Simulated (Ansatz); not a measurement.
Species: C₂H₃O₂, net charge -1, singlet state. It need not be the lowest isomer of its formula. Whether it binds its extra electron was not tested at this geometry. 
Geometry from a B3LYP-D3(BJ)/def2-TZVP (Ansatz, a first-principles code) optimisation:
SMILES: CC(=O)[O-]
```xyz
7

C     -0.1570     0.1438    -0.0018
O      0.1631     1.3535     0.0337
O     -1.2984    -0.3710    -0.0367
C      1.0233    -0.8811     0.0026
H      1.9941    -0.3812    -0.0103
H      0.9522    -1.5122     0.8941
H      0.9389    -1.5426    -0.8650
```
Charge -1, spin multiplicity 1.

Problem. Give the harmonic wavenumbers at B3LYP-D3(BJ)/def2-TZVP (Ansatz, finite differences of forces, unscaled).

Solution. 27, 432, 613, 619, 864, 994, 1033, 1317, 1354, 1462, 1477, 1674, 3000, 3057, 3076 cm⁻¹. Zero-point energy 30.0 kcal/mol.
